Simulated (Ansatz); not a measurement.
Mulliken charges of C$_{3}$H$_{5}$NO (`N=C1CCO1`) from r2SCAN/def2-TZVPP in Ansatz (PBE0-D4/def2-TZVP geometry).

```tsv
atom	x (Å)	y (Å)	z (Å)	charge (e)
N1	-1.933	0.133	-0.806	-0.332
C2	-0.779	0.157	-0.333	0.183
C3	0.206	-0.884	0.126	-0.060
C4	1.090	0.327	0.430	0.138
O5	0.047	1.218	-0.047	-0.286
H6	-2.280	1.072	-0.997	0.156
H7	-0.124	-1.468	0.984	0.055
H8	0.555	-1.550	-0.662	0.055
H9	1.993	0.430	-0.173	0.045
H10	1.309	0.514	1.482	0.045
```

Q: By hand: the dipole of these point charges (1 e Å = 4.8032 D).

A: Σ q r = (0.440, -0.222, 0.193) e Å, of length 0.529 e Å = 2.54 D.

Q: How does the dipole of the full density compare? (Best estimate.)

A: Computed: (0.514, -0.084, 0.216) e Å, 2.71 D; the point charges give 0.94 times that, at 16° from its direction.

Point charges leave out the atoms' own dipoles, such as those of lone pairs, and Mulliken's split depends on the basis, so the close match here is no proof of good charges.
